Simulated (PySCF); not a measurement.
Static response to an electric field

Species: 2-propynal, C3H2O.
Numbering: `[CH:1]#[C:2][CH:3]=[O:4]` (hydrogens: H5 on C1; H6 on C3)

Cartesian coordinates in Å at the PBE0-D3(BJ)/def2-SVP level; atoms count from 1:
```
atom  x, y, z in Å
C1     0.7933    1.1886    0.6791
C2     0.1792    0.2535    0.2111
C3    -0.5576   -0.8882   -0.2976
O4    -0.8973   -1.0150   -1.4453
H5     1.3380    2.0246    1.0812
H6    -0.7924   -1.6597    0.4753
```

Level: CAM-B3LYP/def2-SVPD (PySCF), static field, nuclei fixed, core orbitals frozen in the response. The polarisability tensor in these axes (au):

```
x   33.01 11.92  7.86
y   11.92 43.05  8.64
z    7.86  8.64 38.27
```

Task: Give the principal values, the mean and the anisotropy Δα = √{½[(α1 − α2)² + (α2 − α3)² + (α1 − α3)²]}.

Result: Principal values 24.73, 31.79 and 57.82 au; mean 38.11 au = 5.65 Å³ = 6.28 × 10⁻⁴⁰ C²·m²/J; Δα = 30.19 au (79 % of the mean).

Task: What is the dipole moment, and where does it point?

Result: (1.13, 0.92, 2.69) D, 3.06 D in size, pointing from the negative to the positive side. Measured along this direction, the outermost atoms are O4 at the negative end and H5 at the positive end.

Task: Sum over states: ᾱ = Σ f/ω², ω in Eh. What share falls to these 10 lowest TDDFT singlets (eV, f)? 3.88, 0.0003; 4.91, 0.0000; 5.81, 0.1038; 6.88, 0.0000; 7.46, 0.0046; 8.35, 0.1129; 8.36, 0.1987; 8.54, 0.0589; 8.56, 0.2475; 8.92, 0.0021.

Result: They add up to 8.78 au, 23.0 % of the 38.11 au; the largest single term is 2.50 au, from the state at 8.56 eV. Terms in order: 0.01, 0.00, 2.28, 0.00, 0.06, 1.20, 2.11, 0.60, 2.50, 0.02 au. Higher excitations give the rest. The strengths listed sum to 0.729.

Task: Find the Langevin capture rate constant for H3+ (3.023 u) meeting this molecule (54.011 u), k = 2.342 × 10⁻⁹ cm³/s × √(α in Å³ / reduced mass in u).

Result: The reduced mass is 2.86 u, so k = 3.29 × 10⁻⁹ cm³/s. The formula leaves out the permanent dipole, which adds to the capture rate.

Task: Refractivity n − 1 of an ideal gas of it at 273.15 K and 1 atm, from the electronic α?

Result: N = p/kT = 2.6868 × 10¹⁹ cm⁻³, so n − 1 = 2π × N × 5.65 × 10⁻²⁴ cm³ = 953 × 10⁻⁶ at long wavelengths, for an ideal gas.

Task: Give the eigenvalues of the traceless quadrupole moment Θ = ½Σq(3rr − r²1), origin at the centre of nuclear charge.

Result: -4.90, -1.19, 6.09 D·Å. The values depend on the origin, since the dipole doesn't vanish. The electronic extent ⟨r²⟩ about the same centre is 272 bohr², a root-mean-square distance of 1.65 Å for the 28 electrons.

Geometry: PBE0-D3(BJ)/def2-SVP; no solvent, vibrations or thermal averaging.
